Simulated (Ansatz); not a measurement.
Relaxing K2Fe

Method: Ansatz 0.2.0, DFT PBE, scalar-relativistic, plane waves, PAW. Cutoff 420 eV, Γ-centred k mesh, Gaussian smearing, collinear spin, first started from parallel moments.

A relaxed cell is given with its space group left out.

```
K Fe
1.0
    -2.00897    2.00897    8.29569
     2.00897   -2.00897    8.29569
     2.00897    2.00897   -8.29569
K Fe
2 1
Direct
  0.62956 0.62956 0.00000
  0.37044 0.37044 0.00000
  0.00000 0.00000 0.00000
```

Energies over the elements count from the elements' standard structures at the same level, with no empirical corrections.

Task: What space group does it have?

Result: I4/mmm (No. 139). Conventional cell: a = 4.018 Å, c = 16.591 Å. K is coordinated by 4 Fe at 3.56 Å, 4 K at 4.02 Å and 1 K at 4.30 Å; Fe has 8 K at 3.56 Å and 4 Fe at 4.02 Å.

Task: What is its formation energy per atom?

Result: 0.97 eV/atom.

Task: Is it a metal?

Result: Yes, bands cross the Fermi level on the 16×16×16 mesh.

Task: What net moment does it keep?

Result: 1.05 μB per atom, with site moments up to 3.30 μB.

The final run used a 16×16×16 mesh on its 3-atom cell and 0.10 eV smearing. The k mesh leaves about 4 meV/atom of noise in metals. The cell came from a trial start, so K2Fe may not exist in this structure.

Cost: 3 runs of about 18 core-minutes in all, on Arm Neoverse V2 (shared hosts).